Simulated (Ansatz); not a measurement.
Reaction (SMILES): [OH] (OH) → [OH-] (an electron is taken up)
B3LYP-D3(BJ)/def2-TZVP geometries, fixed; electronic energies without zero-point terms; positive where energy is released.
Largest species:
```xyz
2

O      0.0000     0.0000    -0.1085
H      0.0000     0.0000     0.8682
```
Charge 0, spin multiplicity 2.

Basis-set convergence of the adiabatic electron affinity at PBE with Ansatz (a quantum-chemistry and plane-wave program). Cartesian d functions, on some or all atoms, in 6-31G*, 6-31G**; all else is spherical. The program fits the integrals of some runs and decomposes those of others, by size. Open shells are unrestricted. No added dispersion term, no relativity. Functions are those of the species that has most. Reference: the value in aug-cc-pV5Z, 1.981 eV, itself unsure by roughly 0.014 eV (its mean distance from aug-pcseg-3, aug-cc-pVQZ, def2-QZVPPD). Deviations are taken from unrounded values.

| basis | functions | adiabatic electron affinity (eV) | minus reference (eV) |
|---|---|---|---|
| STO-3G | 6 | -7.329 | -9.310 |
| 3-21G | 11 | -1.707 | -3.688 |
| 6-31G* | 17 | -0.113 | -2.094 |
| cc-pVDZ | 19 | -0.325 | -2.305 |
| def2-SVP | 19 | -0.183 | -2.164 |
| pcseg-1 | 19 | 0.367 | -1.614 |
| 6-31G** | 20 | -0.095 | -2.076 |
| 6-311+G** | 28 | 1.855 | -0.126 |
| aug-cc-pVDZ | 32 | 1.957 | -0.023 |
| def2-TZVP | 37 | 1.181 | -0.800 |
| def2-TZVPP | 45 | 1.189 | -0.791 |
| jun-cc-pV(T+d)Z | 53 | 1.951 | -0.030 |
| def2-TZVPPD | 57 | 1.974 | -0.007 |
| def2-QZVPP | 87 | 1.576 | -0.404 |
| pcseg-3 | 93 | 1.840 | -0.140 |
| aug-cc-pVQZ | 126 | 1.966 | -0.015 |
| cc-pV5Z | 146 | 1.600 | -0.381 |
| pcseg-4 | 162 | 1.895 | -0.086 |

The smallest set listed that lies within 0.05 eV of the reference with all its larger relatives (same family, alike in diffuse functions; a set with none counts only in the reference's own line) is aug-cc-pVDZ (32 functions, -0.023 eV off). (Relatives not listed, tested too: aug-cc-pVTZ -0.028, def2-QZVPPD 0.003, aug-cc-pV5Z 0.000 eV.)
